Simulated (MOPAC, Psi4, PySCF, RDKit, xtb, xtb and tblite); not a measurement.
Two geometries of SMILES C(C=C)=C (C₄H₆), relaxed at GFN2-xTB with one dihedral held; other torsions can differ between them too.

Structure A

```
10

C      1.8380     0.0402     0.3155
C      0.6738    -0.0024    -0.3196
C     -0.6308    -0.0408     0.3259
C     -0.9155     0.5011     1.5030
H      1.8977     0.0476     1.3908
H      2.7743     0.0614    -0.2155
H      0.6559    -0.0508    -1.4016
H     -1.4144    -0.5252    -0.2439
H     -0.1732     1.0267     2.0799
H     -1.9024     0.4466     1.9299
```

Structure B

```
10

C     -1.8504     0.0422     0.3030
C     -0.6726    -0.0035    -0.3100
C      0.6319    -0.0305     0.3327
C      0.8648    -0.0139     1.6407
H     -1.9421     0.0642     1.3752
H     -2.7730     0.0595    -0.2515
H     -0.6471    -0.0237    -1.3926
H      1.4739    -0.0675    -0.3476
H      0.0714     0.0226     2.3673
H      1.8665    -0.0364     2.0342
```

Question: Which is lower in energy at the level DF-MP2 (frozen core)/cc-pVTZ // GFN2-xTB run with Psi4, and by how much?

Answer: A is lower, by 0.62 kcal/mol (dihedral C1–C2–C3–C4: 30° in A, 0° in B).

E(B) − E(A) in kcal/mol at the other levels, on the same two geometries: GFN2-xTB (xtb and tblite) -0.05; MMFF94 // GFN2-xTB (RDKit) 0.64; PBE0/def2-TZVP // GFN2-xTB (Psi4) 0.48; PBE0-D3(BJ)/def2-TZVP // GFN2-xTB (Psi4) 0.48; PBE/def2-TZVP // GFN2-xTB (Psi4) 0.34; PBE-D3(BJ)/def2-TZVP // GFN2-xTB (Psi4) 0.34; HF/cc-pVTZ // GFN2-xTB (Psi4) 0.80; UFF // GFN2-xTB (RDKit) -0.59; PM3, restricted, heats of formation // GFN2-xTB (MOPAC) 0.04; PM7, restricted, heats of formation // GFN2-xTB (MOPAC) 0.20; GFN1-xTB // GFN2-xTB (xtb) -0.18; restricted B3LYP/6-31G*, spherical d // GFN2-xTB (PySCF) 0.29; restricted Hartree-Fock/STO-3G // GFN2-xTB (PySCF) -0.23; restricted Hartree-Fock/LANL2DZ // GFN2-xTB (PySCF) 0.36; restricted BP86/6-31G*, spherical d // GFN2-xTB (PySCF) 0.22.
